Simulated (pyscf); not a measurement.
Single points on ωB97X-D3(BJ)/def2-SVP structures (PySCF, gas phase).

### Question
What is the homolytic dissociation enthalpy (298 K, ωB97M-D3(BJ)/def2-TZVP) of the C–Hf bond of H₃C–CH(CH₃)–Hf(Cl)(Cl)–Cl, to H₃C–CH•–CH₃ + [Cl–Hf(Cl)–Cl]•?

### Answer
C–Hf to H₃C–CH•–CH₃ + [Cl–Hf(Cl)–Cl]•: 65.3 kcal/mol. The 7 functionals that were run give +59.9 (r²SCAN) to +71.6 kcal/mol (ωB97X-D3(BJ)). The radicals are drawn with the spin at the cut bond; how far it spreads was not checked. Other isomers of H₃C–CH•–CH₃ were not searched in full and may lie lower. Open-shell species with a d-block atom are single-reference here; other states, and whether the spin sits on metal or ligand, were not checked. Elements past Kr carry the def2 core potentials, without spin-orbit coupling.
